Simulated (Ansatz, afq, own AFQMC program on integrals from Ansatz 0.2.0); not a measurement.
AFQMC on a folder of integrals that Ansatz 0.2.0 wrote.

```yaml
crystal:
  periodic: [false, false, false]
  atoms:
    - {symbol: O, position_ang: [0.000000, -0.069082, 0.000000]}
    - {symbol: H, position_ang: [0.000000, 0.548282, 0.757588]}
    - {symbol: H, position_ang: [0.000000, 0.548282, -0.757588]}
basis:
  gaussian: {orbitals: aug-cc-pVDZ}
total_charge: -1
magnetization: {spin_polarized: true, initial_magnetization: 1}
correlation: {method: ccsd_t, electrons: outside_noble_gas, hamiltonian_folder: ham}
```

```sh
$ ansatz run in.yaml --threads 1 --pin off --events-out ev --progress --plain --max-ram 1382MiB
```

afq runs on the folder ham with

```
--method phaseless --trial cisd --walkers 60 --populations 1 --least-time 40 --time-step 0.005 --steps-per-block 50 --equilibration-blocks 28 --max-blocks 300 --target-error 0.00036 --factor-cut 1e-05 --start spin_pure --seed 9389 --release-times 0.24,0.51,0.99,1.62,2.4 --release-step 0.03 --release-every 4 --taylor-order 6
```

Times are imaginary, in 1/Eh. The walk had a cap of 1356 s.

Log:

```
orbitals 40  electrons 5 4  factors 308 of 385
reference energy -76.00512887 Eh
CCSD correlation -0.23560175 Eh in 10 cycles, weight of the determinant in the CISD state 0.9272
energy of the start -76.240729 Eh
 block  time / (1/Eh)  mean weight  energy / Eh
     1     0.250  1.0028  -76.239325
     2     0.500  0.9996  -76.244903
     3     0.750  0.9994  -76.246282
     4     1.000  0.9992  -76.244886
     5     1.250  1.0009  -76.242657
    10     2.500  0.9991  -76.253237
    37     9.250  1.0039  -76.242760
    67    16.750  0.9983  -76.246636
    97    24.250  1.0002  -76.243602
   127    31.750  1.0001  -76.248941
   157    39.250  1.0000  -76.243333
   181    45.250  1.0003  -76.241107
   187    46.750  1.0015  -76.242095
   217    54.250  0.9978  -76.249012
   247    61.750  1.0003  -76.242556
   253    63.250  1.0007  -76.262165
   277    69.250  0.9993  -76.250897
blocks merged  error / Eh  count
     1  0.000259  250
     2  0.000318  125
     4  0.000352  62
     8  0.000326  31
    16  0.000321  15
released: time / (1/Eh)  energy / Eh  error  mean overlap
  0.24  -76.247715  0.000390  0.9910
  0.51  -76.247424  0.000331  1.0035
  0.99  -76.247724  0.000380  1.0033
  1.62  -76.247883  0.000366  1.0022
  2.40  -76.247541  0.000559  1.0279
energy -76.247177 +/- 0.000352 Eh
(rows thinned)
```

The run passed its tests (sampling time, drift between the halves within three errors, error under three times the target), which doesn't prove that it has relaxed.

Against this walk (error 9.6 meV) on the same determinant: CCSD(T) 5.8 meV higher (within the noise), CCSDT(Q) 17.9 meV lower (within the noise). The error is statistical and leaves out the bias of the constraint. Released to 2.40 1/Eh the energy moves by -10 ± 18 meV (both errors), within twice the noise.

Cautions: constraint bias not in the error.

The walk took 5.4 min on 1 thread of Arm Neoverse V2, on a shared host. The log's last line is the phaseless energy.

CCSDT and higher add their correlation energy to the determinant of the CCSD(T) run, since their own runs factorise the integrals more tightly (a shift of under 2 meV). A walk keeps the symmetry of its determinant, which the program's search chose and which needn't be the lowest solution, so a lower state of the same spin and another symmetry isn't excluded.
